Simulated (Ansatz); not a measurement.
# SiClO+ (triplet): wave-function methods side by side, cc-pVDZ

The task here is to estimate one member of a computed series from the others.

Program: Ansatz 0.2.0, Gaussian basis. Level of theory: cc-pVDZ, core rule «outside noble gas», up to 11 orbitals frozen. These are calculated values, not measurements.

Plan: UHF; CCSD(T) on ROHF; CCSD(T) on UHF; BCCD(T) on ROHF; CISD; CCSDT(Q) on ROHF; CCSDT(Q) on UHF; CASSCF and MRCISD+Q, 14 electrons in 11 orbitals; CASSCF and NEVPT2, 14 electrons in 11 orbitals.

35 further runs of the same task are left out: 8 for a known fault of the program, 11 that didn't finish, 16 set aside as unsound or not needed.

## The system

The geometry is a PBE0/def2-TZVP stationary point (not a proven minimum) of the parent state, kept for this charge and spin.

3 atoms, charge 1, spin multiplicity 3.

Atoms are counted from 1 here; the program's logs count them from 0.

Bond lengths: Cl1–Si3 2.238 Å, O2–Si3 1.908 Å. Angles: Cl1–Si3–O2 65.5°.

Geometry (Å):

```
Cl    0.00000   -0.10465    1.13196
O     0.00000    1.27390   -0.66080
Si    0.00000   -0.59359   -1.05246
```

Set-up of the first run:

in.yaml

```yaml
crystal:
  periodic: [false, false, false]
  atoms:
    - {symbol: Cl, position_ang: [0.000000, -0.104654, 1.131961]}
    - {symbol: O, position_ang: [0.000000, 1.273898, -0.660805]}
    - {symbol: Si, position_ang: [0.000000, -0.593591, -1.052463]}
basis:
  gaussian: {orbitals: cc-pVDZ}
total_charge: 1
magnetization: {spin_polarized: true, initial_magnetization: 2}
hamiltonian: {xc: hf}
output: {orbitals: {seedname: orbitals}}
```

The run is started by

```bash
ansatz run in.yaml --threads 1 --pin off --events-out ev --progress --plain --max-ram 2393MiB
```

Among the steps run: UHF; CCSD(T) on ROHF; CCSD(T) on UHF; BCCD(T) on ROHF; CISD; CCSDT(Q) on ROHF; CCSDT(Q) on UHF; CASSCF and MRCISD+Q, 14 electrons in 11 orbitals; CASSCF and NEVPT2, 14 electrons in 11 orbitals.

One of the session's tables, all rows but one given; the rest of the session is left out.

```
          method  from RCCSDT(Q) (meV)
            ROHF              +10944.5
             UHF              +10636.1
            RMP2                     ?
            UMP2               +1811.4
            CISD               +1829.8
           RCCSD                +539.7
           UCCSD                +527.7
        RCCSD(T)                +115.9
        UCCSD(T)                +122.9
         BCCD(T)                +132.3
          RCCSDT                 +43.0
          UCCSDT                 +45.1
       RCCSDT(Q)                     0
       UCCSDT(Q)                 -21.3
  CASSCF valence               +8536.7
  NEVPT2 valence               +1636.9
  MRCISD valence                +937.8
MRCISD+Q valence                +164.7
```

Estimate the missing values for RMP2.

As computed: from RCCSDT(Q) (meV): +1904.2. In the column «from RCCSDT(Q) (meV)» it lies between CISD (+1829.8) and CASSCF valence (+8536.7).

Limits of these values: Restricted and unrestricted rows rest on different reference determinants; where their highest levels disagree by more than a few hundredths of an eV, they describe different states and don't form one ladder.
